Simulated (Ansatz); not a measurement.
C5H9N, SMILES C=C1CC1CN, a ranking of conformers

Program: the Ansatz DFT code, driven from Python.

Run as a notebook:

In [1]:
```python
from dataclasses import dataclass

import ansatz as az
from rdkit import Chem
from rdkit.Chem import AllChem
```

In [2]:
```python
@dataclass
class Settings:
    basis: str = "def2-SVP"
    xc: str = "PBE"
```

In [3]:
```python
opts = Settings()
```

In [4]:
```python
rd = Chem.AddHs(Chem.MolFromSmiles("C=C1CC1CN"))
ids = list(AllChem.EmbedMultipleConfs(rd, numConfs=20, randomSeed=956, pruneRmsThresh=0.4))
field = [energy for _, energy in AllChem.MMFFOptimizeMoleculeConfs(rd)]
distinct = {round(e, 2): i for i, e in zip(ids, field)}
chosen = sorted(distinct.items())[:3]
found = []
for force_field, index in chosen:
    c5h9n = az.Crystal.molecule()
    for atom, xyz in zip(rd.GetAtoms(), rd.GetConformer(index).GetPositions()):
        c5h9n = c5h9n.atom(atom.GetSymbol(), xyz.round(5).tolist())
    job = (
        c5h9n.calculation()
        .basis(gaussian=opts.basis)
        .functional(opts.xc)
    )
    found.append(job.run(threads=1).report["free_energy_ev"])
print("conformer   MMFF (kcal/mol)   this level (kcal/mol)")
for (force_field, index), e in zip(chosen, found):
    print(f"{index:9d} {force_field - chosen[0][0]:17.2f} {23.060548 * (e - min(found)):17.3f}")
```
```text
conformer   MMFF (kcal/mol)   this level (kcal/mol)
        1              0.00             0.000
        3              0.35             0.775
        4              1.71             0.803
```

The conformers keep their force-field geometries. The whole script took 13 s on 1 thread of Arm Neoverse V2 (shared host), peak memory 0.28 GiB.
